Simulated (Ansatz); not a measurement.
AlH₃. Total charge 0; singlet. Geometry relaxed at PBE0-D4/def2-TZVP.

```xyz
4

Al    0.0000    0.0000    0.0000
H    -0.4454    0.3973   -1.4692
H     1.1447   -1.0756    0.2179
H    -0.6993    0.6783    1.2513
```

(1) Estimate the harmonic wavenumbers at RKS PBE0-D4/def2-TZVP (Ansatz, unscaled). Is this a minimum?

Answers

(1) 704, 789, 789, 1926, 1935, 1935 cm⁻¹. Yes, no mode is imaginary beyond noise. Zero-point energy 48.3 kJ/mol. Hardware: 4 threads of Arm Neoverse V2 on a shared host. Wall time 1.8 s.
